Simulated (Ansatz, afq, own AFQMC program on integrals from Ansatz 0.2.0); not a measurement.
## Where AFQMC and coupled cluster stand for NH⁻, doublet

```tsv
atom	x (Å)	y (Å)	z (Å)
N	0.0000	0.0000	0.0000
H	0.0000	0.0000	1.3990
```

Basis 6-31++G**. Noble-gas cores (and the filled d shells of Ga–Kr and In–Xe) are frozen. AFQMC by an in-house program on the Cholesky factors that Ansatz 0.2.0 writes for its CCSD(T) run. ph-AFQMC/CISD is guided by a CISD state made of CCSD amplitudes; releasing the constraint for a short imaginary time cuts its bias at the price of noise, slowly where states lie close. Error bars are statistical, one sigma.

Determinant: ROHF, the one that the program's search chose, which needn't be the lowest solution. The geometry is a point of a scan.

Full CI on the same integrals is exact in this basis and with this determinant's frozen core.

Cautions: a spin-contaminated unrestricted determinant lies lower (UHF 237 meV lower, ⟨S²⟩ 1.81).

```
T1 diagnostic                               : 0.0369
weight of the determinant in the CISD state : 0.894
size of the correlated space                : 7 electrons in 24 orbitals
```

```csv
level,correlation energy (eV)
MP2,-4.4494
CCSD,-4.9887
CCSD(T),-5.1565
```

(1) Estimate where phaseless AFQMC with the Hartree–Fock trial lies against CCSD(T) on the same integrals.

(1) 5.8 ± 4.1 kJ/mol above CCSD(T). The gap is under twice the noise, so this walk alone can't tell the two apart.

Reference: full CI, correlation energy -5.196 eV. The released energy is read at 2.40 1/Eh (meV from the phaseless value at times in 1/Eh: -12 ± 4 at 0.24, -21 ± 4 at 0.51, -23 ± 4 at 0.99, -25 ± 3 at 1.62, -27 ± 4 at 2.40).

```csv
level,E − E(reference) (kJ/mol),share of correlation (%)
CCSD(T),3.8,99.23
CCSDT,1.8,99.64
CCSDT(Q),0.1,99.98
CCSDTQ,0.1,99.98
ph-AFQMC/HF,9.6 ± 4.1,98.08
ph-AFQMC/CISD,2.9 ± 0.5,99.42
released AFQMC,0.3 ± 0.4,99.94
```

CCSDT and higher add their correlation energy to the determinant of the CCSD(T) run, since their own runs factorise the integrals more tightly (a shift of under 2 meV). A walk keeps the symmetry of its determinant, which the program's search chose and which needn't be the lowest solution, so a lower state of the same spin and another symmetry isn't excluded. Released energies are given only where the last usable release times agree within the noise; a slower fall can still hide under it.
